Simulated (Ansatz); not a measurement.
Reaction (SMILES): [CH2]Cl (CH2-Cl) → C atom + Cl atom + 2 H atom
B3LYP-D3(BJ)/def2-TZVP geometries, fixed; electronic energies without zero-point terms.
Largest species:
```xyz
4

C      0.0123    -0.2448    -1.0869
Cl    -0.0064     0.1282     0.5693
H      0.9694    -0.3350    -1.5718
H     -0.9338    -0.3757    -1.5841
```
Charge 0, spin multiplicity 2.

Basis-set convergence of the atomisation energy at B3LYP with Ansatz (an electronic-structure program). Cartesian d functions, on some or all atoms, in 6-31G*; all else is spherical. The program fits the integrals of some runs and decomposes those of others, by size. Open shells are unrestricted. No added dispersion term, no relativity. Functions are those of the species that has most. Reference: the value in pcseg-4, 288.71 kcal/mol, itself unsure by roughly 0.04 kcal/mol (its mean distance from aug-pcseg-3, aug-cc-pV(Q+d)Z, cc-pV(5+d)Z). Deviations are taken from unrounded values.

| basis | functions | atomisation energy (kcal/mol) | minus reference (kcal/mol) |
|---|---|---|---|
| 6-31G | 26 | 268.73 | -19.99 |
| def2-SV(P) | 36 | 283.82 | -4.89 |
| 6-31G* | 38 | 285.58 | -3.13 |
| cc-pV(D+d)Z | 47 | 282.82 | -5.90 |
| cc-pV(T+d)Z | 97 | 288.04 | -0.68 |
| def2-TZVPP | 101 | 288.29 | -0.42 |
| 6-311++G(3df,3pd) | 122 | 288.92 | 0.21 |
| def2-TZVPPD | 122 | 288.43 | -0.29 |
| pcseg-3 | 190 | 288.67 | -0.04 |

The smallest set listed that lies within 4 kcal/mol of the reference with all its larger relatives (same family, alike in diffuse functions; a set with none counts only in the reference's own line) is cc-pV(T+d)Z (97 functions, -0.68 kcal/mol off). Inside the window by cancellation, since a larger relative falls out: 6-31G*. Inside, with no larger relative to test it: 6-311++G(3df,3pd). (Relatives not listed, tested too: 6-31G** -1.21, 6-311G** -4.36, cc-pV(Q+d)Z -0.09, def2-QZVP -0.28, def2-QZVPP -0.28, def2-QZVPPD -0.26, cc-pV(5+d)Z -0.02, pcseg-4 0.00 kcal/mol.)
